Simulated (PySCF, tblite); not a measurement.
Potential energy curve for CN, doublet.

Computed with: GFN2-xTB, 300 K electronic temperature (tblite); UCCSD(T) = CCSD(T) on UHF/cc-pVDZ, 2 core orbitals frozen (PySCF).

Energies relative to the lowest point of each curve near equilibrium, in kcal/mol; the last columns give the difference from UCCSD(T):

| R / Å | GFN2-xTB | UCCSD(T) | GFN2-xTB − UCCSD(T) |
|---|---|---|---|
| 0.93 | 108.5 | 150.0 | -41.5 |
| 1.00 | 39.2 | 67.4 | -28.2 |
| 1.05 | 13.5 | 32.5 | -18.9 |
| 1.10 | 1.7 | 11.9 | -10.2 |
| 1.12 | 0.0 | 6.9 | -6.9 |
| 1.16 | 0.5 | 1.1 | -0.6 |
| 1.20 | 5.1 | 0.0 | 5.1 |
| 1.23 | 10.6 | 1.6 | 9.0 |
| 1.28 | 22.7 | 7.8 | 14.9 |

GFN2-xTB is furthest from UCCSD(T) at 0.93 (-41.5 kcal/mol, below); its mean absolute difference over the points is 15.0 kcal/mol.

The scan ran from 0.93 to 4.65 Å; beyond the distances shown one of the unrestricted levels run for this scan, shown here or not, changes its spin distribution in one step. The unrestricted determinant behind UCCSD(T) is spin-contaminated at 1.05 to 1.28 Å (<S²> up to 1.6, against 0.75 for a pure doublet).
